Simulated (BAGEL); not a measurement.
# C2H4ClS− (SMILES CS[CH-]Cl): HF/6-31G(d) (density fitting with qzvpp-jkfit, spherical functions)

Aim: the energy change on altering one bond length of C2H4ClS− at HF/6-31G* (density fitting with qzvpp-jkfit, spherical functions), from 2 runs. 

The results are computed with BAGEL 1.2.2.

### Step 1. The system as given

C2H4ClS−: 8 atoms, total charge -1, spin state singlet. As SMILES, `CS[CH-]Cl`. The shape is that of a GFN2-xTB optimisation. This is one conformer, not always the lowest.

Bond lengths: C1–S2 1.833 Å, S2–C3 1.769 Å, C3–Cl4 1.875 Å, C1–H5 1.087 Å, C1–H6 1.086 Å, C1–H7 1.087 Å, C3–H8 1.105 Å. Angles: C1–S2–C3 97.1°, S2–C3–Cl4 109.7°, S2–C1–H5 108.6°, S2–C1–H6 108.4°, S2–C1–H7 108.8°, S2–C3–H8 104.0°, Cl4–C3–H8 101.4°, H5–C1–H6 110.4°, H5–C1–H7 110.8°, H6–C1–H7 109.8°.

### Step 2. A single-point energy at HF/6-31G(d) (density fitting with qzvpp-jkfit, spherical functions)

job.json reads:

```json
{ "bagel" : [

{
  "title" : "molecule",
  "basis" : "6-31gs.json",
  "df_basis" : "qzvpp-jkfit",
  "angstrom" : true,
  "geometry" : [
    { "atom" : "C", "xyz" : [    0.233750,    1.143290,   -0.519040 ] },
    { "atom" : "S", "xyz" : [    1.023390,   -0.457740,   -0.104470 ] },
    { "atom" : "C", "xyz" : [   -0.264760,   -1.071100,    0.941630 ] },
    { "atom" : "Cl", "xyz" : [   -1.466110,   -2.095430,   -0.070010 ] },
    { "atom" : "H", "xyz" : [    0.913030,    1.711230,   -1.150220 ] },
    { "atom" : "H", "xyz" : [   -0.694040,    0.941630,   -1.046940 ] },
    { "atom" : "H", "xyz" : [    0.023150,    1.679880,    0.402370 ] },
    { "atom" : "H", "xyz" : [    0.231580,   -1.851760,    1.546690 ] }
  ]
},
{
  "title" : "hf",
  "charge" : -1
},
{
  "title" : "print",
  "file" : "orbitals.molden",
  "orbitals" : true
}

]}
```

The basis set 6-31G* is read from a file made from the Basis Set Exchange's data (not shown).

On the command line:

```bash
$ BAGEL_NUM_THREADS=1 BAGEL job.json > job.out
```

Log:

```text
* using 1 threads per process

  ===============================================================
  ===============================================================

  *** Geometry ***

  { "atom" : "C", "xyz" : [      0.441723,      2.160505,     -0.980843 ] },
  { "atom" : "S", "xyz" : [      1.933927,     -0.865003,     -0.197420 ] },
  { "atom" : "C", "xyz" : [     -0.500324,     -2.024086,      1.779423 ] },
  { "atom" : "Cl", "xyz" : [     -2.770546,     -3.959789,     -0.132300 ] },
  { "atom" : "H", "xyz" : [      1.725377,      3.233756,     -2.173601 ] },
  { "atom" : "H", "xyz" : [     -1.311546,      1.779423,     -1.978430 ] },
  { "atom" : "H", "xyz" : [      0.043747,      3.174513,      0.760369 ] },
  { "atom" : "H", "xyz" : [      0.437623,     -3.499319,      2.922821 ] },

  Number of auxiliary basis functions:      478

  Since a DF basis is specified, we compute 2- and 3-index integrals:
    o Being stored without compression. Storage requirement is 0.020 GB

  Number of basis functions:       72
  Number of electrons      :       49

    * METHOD: MOLECULE                             0.23

  *** RHF ***

  === Nuclear Repulsion ===
   197.0418206211

      * DIIS with orbital gradients will be used.

  === RHF iteration (6-31gs.json) ===
      0       -934.89754746          0.01098763           0.06
      1       -934.97420699          0.00423182           0.05
      2       -934.98483317          0.00149744           0.05
      3       -934.98675539          0.00035255           0.05
      4       -934.98702067          0.00018797           0.05
      5       -934.98710090          0.00007511           0.05
      6       -934.98711994          0.00003012           0.05
      7       -934.98712209          0.00001147           0.05
      8       -934.98712237          0.00000336           0.05
      9       -934.98712239          0.00000149           0.05
     10       -934.98712240          0.00000058           0.05
     11       -934.98712240          0.00000028           0.06
     12       -934.98712240          0.00000011           0.05
     13       -934.98712240          0.00000005           0.05
     14       -934.98712240          0.00000002           0.05
     15       -934.98712240          0.00000001           0.05
    * SCF iteration converged.

    * Permanent dipole moment:
           (   -0.497460,    -0.746664,     0.557851) a.u.

    * METHOD: HF                                   1.02

    * METHOD: PRINT                                0.02

  ===============================================================
```

Wall time 1.5 s (1 thread of AMD EPYC 7B13 (Zen 3), shared host); peak memory 0.1 GiB.

### Step 3. The distorted shape at the same level

job.json reads:

```json
{ "bagel" : [

{
  "title" : "molecule",
  "basis" : "6-31gs.json",
  "df_basis" : "qzvpp-jkfit",
  "angstrom" : true,
  "geometry" : [
    { "atom" : "C", "xyz" : [   -0.014429,    1.533633,   -0.821580 ] },
    { "atom" : "S", "xyz" : [    0.775211,   -0.067397,   -0.407010 ] },
    { "atom" : "C", "xyz" : [   -0.512939,   -0.680757,    0.639090 ] },
    { "atom" : "Cl", "xyz" : [   -1.714289,   -1.705087,   -0.372550 ] },
    { "atom" : "H", "xyz" : [    0.664851,    2.101573,   -1.452760 ] },
    { "atom" : "H", "xyz" : [   -0.942219,    1.331973,   -1.349480 ] },
    { "atom" : "H", "xyz" : [   -0.225029,    2.070223,    0.099830 ] },
    { "atom" : "H", "xyz" : [    0.231580,   -1.851760,    1.546690 ] }
  ]
},
{
  "title" : "hf",
  "charge" : -1
},
{
  "title" : "print",
  "file" : "orbitals.molden",
  "orbitals" : true
}

]}
```

The basis set 6-31G* is read from a file made from the Basis Set Exchange's data (not shown).

On the command line:

```bash
$ BAGEL_NUM_THREADS=1 BAGEL job.json > job.out
```

Log:

```text
* using 1 threads per process

  ===============================================================
  ===============================================================

  *** Geometry ***

  { "atom" : "C", "xyz" : [     -0.027267,      2.898146,     -1.552561 ] },
  { "atom" : "S", "xyz" : [      1.464936,     -0.127362,     -0.769137 ] },
  { "atom" : "C", "xyz" : [     -0.969314,     -1.286444,      1.207705 ] },
  { "atom" : "Cl", "xyz" : [     -3.239537,     -3.222147,     -0.704017 ] },
  { "atom" : "H", "xyz" : [      1.256386,      3.971397,     -2.745319 ] },
  { "atom" : "H", "xyz" : [     -1.780536,      2.517064,     -2.550148 ] },
  { "atom" : "H", "xyz" : [     -0.425243,      3.912154,      0.188651 ] },
  { "atom" : "H", "xyz" : [      0.437623,     -3.499319,      2.922821 ] },

  Number of auxiliary basis functions:      478

  Since a DF basis is specified, we compute 2- and 3-index integrals:
    o Being stored without compression. Storage requirement is 0.020 GB

  Number of basis functions:       72
  Number of electrons      :       49

    * METHOD: MOLECULE                             0.25

  *** RHF ***

  === Nuclear Repulsion ===
   194.8607271563

      * DIIS with orbital gradients will be used.

  === RHF iteration (6-31gs.json) ===
      0       -934.82507452          0.01027791           0.06
      1       -934.89698762          0.00372072           0.05
      2       -934.90710317          0.00155432           0.05
      3       -934.90952437          0.00045100           0.05
      4       -934.91002954          0.00026741           0.05
      5       -934.91021954          0.00010442           0.05
      6       -934.91025497          0.00004289           0.06
      7       -934.91025973          0.00001611           0.05
      8       -934.91026039          0.00000583           0.05
      9       -934.91026046          0.00000233           0.05
     10       -934.91026047          0.00000109           0.05
     11       -934.91026047          0.00000046           0.05
     12       -934.91026047          0.00000020           0.05
     13       -934.91026047          0.00000009           0.05
     14       -934.91026047          0.00000004           0.05
     15       -934.91026047          0.00000001           0.05
     16       -934.91026047          0.00000001           0.05
    * SCF iteration converged.

    * Permanent dipole moment:
           (   -0.243865,    -1.220706,     1.117866) a.u.

    * METHOD: HF                                   1.04

    * METHOD: PRINT                                0.02

  ===============================================================
```

Run time: 1.6 s. Hardware: 1 thread of AMD EPYC 7B13 (Zen 3), shared host; peak memory 0.1 GiB.

### Step 4. Outcome

At HF/6-31G* (density fitting with qzvpp-jkfit, spherical functions):

```
                                                              quantity          value
                                             first shape: total energy  -934.98712 Eh
                                              first shape: HOMO energy       -2.07 eV
                                              first shape: LUMO energy       10.10 eV
    first shape: HOMO–LUMO gap (to an unbound level, set by the basis)       12.17 eV
                                         distorted shape: total energy  -934.91026 Eh
                                          distorted shape: HOMO energy       -2.49 eV
                                          distorted shape: LUMO energy        9.22 eV
distorted shape: HOMO–LUMO gap (to an unbound level, set by the basis)       11.71 eV
     energy change with the C3–H8 bond stretched from 1.105 to 1.658 Å       2.092 eV
```

In words: With the C3–H8 bond stretched from 1.105 to 1.658 Å the energy rises by 2.09 eV (48 kcal/mol). The first shape isn't relaxed at this level, so the change isn't measured from a minimum.
